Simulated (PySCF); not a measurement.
From one molecule to another.

First species: 2-methyl-1-butene, C5H10.
SMILES: `C=C(C)CC`

Second species: C5H10.
Cartesian coordinates in Å at the PBE0-D3(BJ)/def2-TZVP level; atoms count from 1:
```xyz
15
C5H10 angstrom
C     -1.979   -0.542    0.529
C     -1.272    0.664    0.010
C     -0.027    0.735   -0.455
C      0.975   -0.367   -0.556
C      2.164   -0.149    0.375
H     -2.853   -0.775   -0.086
H     -1.343   -1.427    0.557
H     -2.351   -0.364    1.543
H     -1.855    1.582    0.017
H      0.327    1.710   -0.786
H      1.340   -0.421   -1.589
H      0.514   -1.334   -0.344
H      1.841   -0.137    1.419
H      2.911   -0.937    0.257
H      2.652    0.808    0.171
```

Levels: CAM-B3LYP/aug-cc-pVTZ for dipole moment, HOMO energy, LUMO energy, HOMO–LUMO gap, static isotropic polarisability and electronic spatial extent ⟨r²⟩ about the centre of nuclear charge; TDDFT CAM-B3LYP/aug-cc-pVTZ for lowest singlet excitation; TDA CAM-B3LYP/aug-cc-pVTZ for lowest triplet excitation (Tamm–Dancoff); PBE0-D3(BJ)/def2-TZVP for rotational constant A and rotational constant C. Geometries: PBE0-D3(BJ)/def2-TZVP. Each structure is a single optimised conformer of the isolated species, non-relativistic unless stated. Electronic properties by PySCF.

The conformers computed, where there is a choice (atom-mapped SMILES and torsion angles):
- `[CH2:1]=[C:2]([CH3:3])[CH2:4][CH3:5]`: C1–C2–C4–C5 115°
- `[CH3:1]/[CH:2]=[CH:3]\[CH2:4][CH3:5]`: C2–C3–C4–C5 -114°

Q: Which has the higher ⟨r²⟩?

A: The second: 578 bohr² against 509 bohr², a difference of 69 bohr².

Q: Which has the higher HOMO energy?

A: The second: -8.24 eV against -8.37 eV, a difference of 0.13 eV.

Q: Which of the two has the higher static isotropic polarisability, and by how much?

A: The second: 65.1 au against 64.4 au, a difference of 0.7 au.

Q: Which has the higher HOMO–LUMO gap?

A: The first: 8.63 eV against 8.52 eV, a difference of 0.11 eV.

Q: Which of the two has the higher rotational constant C, and by how much?

A: The first: 2.876 GHz against 2.427 GHz, a difference of 0.449 GHz.

Q: Which of the two has the higher dipole moment, and by how much?

A: The first: 0.58 D against 0.29 D, a difference of 0.29 D.

Q: Which of the two has the higher S1 energy, and by how much?

A: The first: 6.25 eV against 6.09 eV, a difference of 0.16 eV.

Q: Which has the higher rotational constant A?

A: The second: 10.721 GHz against 7.314 GHz, a difference of 3.407 GHz.

On the first: The vertical singlet–triplet gap S1 − T1 is 1.88 eV (TDDFT singlet less Tamm–Dancoff triplet). No computed singlet falls in the visible range (750 to 380 nm, 1.65 to 3.26 eV); S1 lies 2.99 eV above its blue end. One conformer (not necessarily the lowest) at the PBE0-D3(BJ)/def2-TZVP geometry, without solvent, vibrations or thermal averaging.

On the second: The polarisability is 9.65 Å³ as a volume (1 au = 0.148185 Å³), or 1.63 au for each of the 40 electrons. The dipole equals about 1.0 × 10⁻³⁰ C·m (1 D = 3.33564 × 10⁻³⁰ C·m). The structure is a single PBE0-D3(BJ)/def2-TZVP conformer in the gas phase; no vibrational or solvent corrections.
